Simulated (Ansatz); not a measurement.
CH6Al2, SMILES `[AlH2][CH2][AlH2]`, one more setting.

```yaml
crystal:
  periodic: [false, false, false]
  atoms:
    - {symbol: Al, position_ang: [-0.769195, 0.897389, -1.195757]}
    - {symbol: C, position_ang: [0.680357, 0.065788, -0.218086]}
    - {symbol: Al, position_ang: [0.253295, -0.964198, 1.364734]}
    - {symbol: H, position_ang: [-1.506839, 0.101083, -2.355834]}
    - {symbol: H, position_ang: [-1.244270, 2.365856, -0.819099]}
    - {symbol: H, position_ang: [1.190453, -0.611957, -0.914454]}
    - {symbol: H, position_ang: [1.359807, 0.868964, 0.094442]}
    - {symbol: H, position_ang: [-0.065103, -2.515883, 1.242829]}
    - {symbol: H, position_ang: [0.189995, -0.253340, 2.784124]}
basis:
  gaussian: {orbitals: pcseg-2, nuclear_model: gaussian}
total_charge: 1
magnetization: {spin_polarized: true, initial_magnetization: 1}
hamiltonian: {xc: {name: B2PLYP}}
```

```sh
$ ansatz run in.yaml --threads 2 --pin off --events-out ev --progress --plain --max-ram 4352MiB
```

It prints (some lines left out):

```
Functional definition: B2PLYP
1083 factors; integrals over basis functions are off by at most 1.3e-3 eV
mean field evaluation 1: about -14296.1317 eV, gradient 4.9e1 eV
mean field evaluation 2: about -14296.2249 eV, gradient 4.9e1 eV
mean field evaluation 4: about -14306.9245 eV, gradient 1.1e1 eV
mean field evaluation 8: about -14307.7106 eV, gradient 5.1e-1 eV
mean field evaluation 16: about -14307.7149 eV, gradient 1.6e-2 eV
mean field evaluation 64: about -14308.7286 eV, gradient 3.2e-1 eV
mean field -14308.73177956 eV, -525.8361940921 hartree, gradient 3.8e-6 eV, S^2 0.761874; 8 other end points of the search recorded, 0 dependent functions left out
11 core orbitals not correlated: weight in the atoms' cores, before any rotation towards them, 1.000 or more for the frozen orbitals, at most 0.000 for the correlated occupied ones
reference -14308.73198610 eV, -525.8362016824 hartree; 8, 7 occupied and 163, 164 virtual orbitals, 1083 factors
second order -10.11252600 eV of doubles, -0.00000000 eV of singles
Total energy: -14311.46236812 eV, -525.9365413709 hartree
```

Hardware: 2 threads of an Arm Neoverse V2 on a shared host. Wall time 14 s, peak host memory 0.53 GiB.
